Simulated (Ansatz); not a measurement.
Relaxation of CH₃ (4 atoms, charge 0, multiplicity 2), to a largest force component of 0.02 eV/Å in at most 40 steps.

All numbers below come from UKS PBE0/def2-TZVP in Ansatz 0.2.0.

```xyz
4
Properties=species:S:1:pos:R:3:forces:R:3
C 0.001 0.001 -0.001 0.00 0.00 0.00
H 0.090 0.891 0.581 0.04 0.41 0.26
H -0.873 -0.166 -0.591 -0.40 -0.08 -0.27
H 0.782 -0.726 0.012 0.36 -0.33 0.01
```

Question: Where does it end, and by what steps?

Answer: It converged. The force dipped under the threshold on the way, but the program's further checks kept it going. After 4 steps the energy has fallen by 0.009 eV; H3 moved furthest, 0.01 Å.

```tsv
step	energy less start (eV)	largest force component (eV/Å)	accepted
0	0.0000	0.406	yes
1	-0.0016	0.156	yes
2	-0.0093	0.006	yes
3	-0.0081	0.056	no
4	-0.0093	0.001	yes
```

```xyz
4
Properties=species:S:1:pos:R:3
C 0.000 0.000 0.000
H 0.091 0.902 0.587
H -0.883 -0.168 -0.599
H 0.792 -0.734 0.012
```

Whether the end is a true minimum wasn't checked by a vibrational analysis.

Time of the run: 4.1 s on 1 CPU thread of a shared host.
